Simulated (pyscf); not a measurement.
Thermochemistry of product channels of •HN–SiH₃ on the doublet surface, in kcal/mol, from ωB97M-D3(BJ)/def2-TZVP energies (ideal gas, 1 atm, RRHO with modes under 100 cm⁻¹ raised to 100, one conformer, R ln 2 for rigid chiral ones). Structures and frequencies: ωB97X-D3(BJ)/def2-SVP in PySCF.

```tsv
products	ΔE	ΔH(298 K)	ΔG(600 K)	ΔG(900 K)
[N=SiH₂]• + H₂	+55.6	+51.4	+36.0	+28.0
[HN=SiH]• + H₂	+26.8	+24.1	+7.9	-0.5
HN=SiH₂ + H•	(withheld)	+46.2	+32.8	(withheld)
H₂N–SiH₂•	(withheld)	-18.2	-17.6	-17.3
```

Question: Complete the blanks.

Answer: 
- HN=SiH₂ + H•, ΔE: +49.5
- HN=SiH₂ + H•, ΔG(900 K): +25.7
- H₂N–SiH₂•, ΔE: -20.8

The channel to [HN=SiH]• + H₂ turns favourable between 298 and 1200 K (ΔG from +16.2 kcal/mol to -8.8 kcal/mol).

These are energies of the channels, which say nothing of barriers. HN=SiH₂ lies 18.2 kcal/mol over its isomer H₂N–SiH: [singlet], and others may lie lower still (electronic energy, ωB97M-D3(BJ)).
